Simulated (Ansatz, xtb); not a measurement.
C2H6O2S (dimethyl sulfone): the atomisation enthalpy at 298 K, rung by rung

The species is C2H6O2S (11 atoms), meant as a singlet with charge 0. SMILES: `CS(C)(=O)=O`. The coordinates come from a PBE0-D4/def2-TZVP relaxation.

```xyz
11

C    -1.3951    0.2182    0.2268
S     0.1309    0.3786   -0.6576
C     1.2851   -0.5364    0.3259
O    -0.0136   -0.2999   -1.9157
O     0.5190    1.7615   -0.6228
H    -1.2925    0.6584    1.2177
H    -1.6789   -0.8319    0.2803
H    -2.1302    0.7750   -0.3552
H     1.3616   -0.0864    1.3147
H     2.2397   -0.4584   -0.1953
H     0.9739   -1.5787    0.3812
```

Each level gives the atomisation enthalpy at 298 K (kJ/mol). The values are calculated. The thermal term (zero-point and 298 K enthalpy, harmonic and unscaled) is that of GFN1-xTB; the spin-orbit lowering of the free atoms at 298 K, 2.7 kJ/mol by their spectra, is taken off.

Measured value to compare with: CRC Handbook of Chemistry and Physics gives the atomisation enthalpy at 298 K of the gas as 3890 kJ/mol.

| level | kind | program | value (kJ/mol) | computed − measured | CPU time (all runs) |
| --- | --- | --- | --- | --- | --- |
| HF/6-31G* (spherical functions) | Hartree–Fock | Ansatz | 2444 | -1446 | 2.7 s |
| BLYP/6-31G* (spherical functions) | GGA | Ansatz | 3723 | -167 | 9.5 s |
| r2SCAN/6-31G* (spherical functions) | meta-GGA | Ansatz | 3785 | -105 | 19 s |
| B3LYP/6-31G* (spherical functions) | global hybrid | Ansatz | 3709 | -181 | 8.7 s |
| BHLYP/6-31G* (spherical functions) | global hybrid | Ansatz | 3541 | -349 | 11 s |
| wB97M-V/6-31G* (spherical functions) | range-separated hybrid | Ansatz | 3801 | -89 | 92 s |
| B2PLYP/6-31G* (spherical functions) | double hybrid | Ansatz | 3616 | -274 | 13 s |
| PBE-QIDH/6-31G* (spherical functions) | double hybrid | Ansatz | 3620 | -270 | 13 s |
| RPA@PBE0/6-31G* (spherical functions) | RPA | Ansatz | 3299 | -591 | 15 s |
| BCCD(T)/6-31G* (spherical functions) | coupled cluster or CI | Ansatz | 3360 | -530 | 33 s |

Nearest: wB97M-V/6-31G* (spherical functions) (-89 kJ/mol); farthest: HF/6-31G* (spherical functions) (-1446 kJ/mol). Computed less measured by kind, in kJ/mol (of the ab initio rows, those in 6-31G*): Hartree–Fock -1446; GGA -167; meta-GGA -105; global hybrid -349 to -181; range-separated hybrid -89; double hybrid -274 to -270; RPA -591; coupled cluster or CI -530. In a finite basis correlated wave-function methods underbind, so their errors here aren't those of the basis-set limit. CPU times are rough (shared hosts, several kinds of processor and program).
